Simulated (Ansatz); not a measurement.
# CH3NS: the cost of one run

Method: single points in def2-TZVPP; program: Ansatz 0.2.0, Gaussian basis.

Cores are frozen in the correlated methods.

### 1 The starting structure

SMILES `NC=S`, 6 atoms, charge 0, spin multiplicity 1.

Atoms are counted from 1 here; the program's logs count them from 0.

Bond lengths: N1–C2 1.323 Å, N1–H4 1.003 Å, N1–H5 1.031 Å, C2–S3 1.610 Å, C2–H6 1.111 Å. Angles: C2–N1–H4 121.1°, C2–N1–H5 121.9°, H4–N1–H5 116.9°, N1–C2–S3 124.7°, N1–C2–H6 114.6°, S3–C2–H6 120.7°.

As a file:

```mol
CH3NS
  3D, bonds by distance, orders not assigned

  6  5  0  0  0  0  0  0  0  0999 V2000
   -0.6161   -0.0484   -0.3687 N   0  0
    0.4905    0.1339    0.3339 C   0  0
    1.5455   -1.0261    0.6997 S   0  0
   -0.8519   -0.9500   -0.7395 H   0  0
   -1.2479    0.7325   -0.6028 H   0  0
    0.6583    1.1802    0.6681 H   0  0
  1  2  8  0
  1  4  8  0
  1  5  8  0
  2  3  8  0
  2  6  8  0
M  END
```

### 2 CCSD(T)/def2-TZVPP

Contents of run/in.yaml:

```yaml
crystal:
  periodic: [false, false, false]
  atoms:
    - {symbol: N, position_ang: [-0.616100, -0.048400, -0.368700]}
    - {symbol: C, position_ang: [0.490500, 0.133900, 0.333900]}
    - {symbol: S, position_ang: [1.545500, -1.026100, 0.699700]}
    - {symbol: H, position_ang: [-0.851900, -0.950000, -0.739500]}
    - {symbol: H, position_ang: [-1.247900, 0.732500, -0.602800]}
    - {symbol: H, position_ang: [0.658300, 1.180200, 0.668100]}
basis:
  gaussian: {orbitals: def2-TZVPP}
correlation: {method: ccsd_t}
output: {forces: true}
```

Command:

```
ansatz run in.yaml --threads 4 --pin off --events-out ev --progress --plain --max-ram 5222MiB
```

**Question.** How long does this run take on 4 threads of Arm Neoverse N1, shared host, and how much memory does it need?

About 61 s, with a peak of 1.6 GiB.
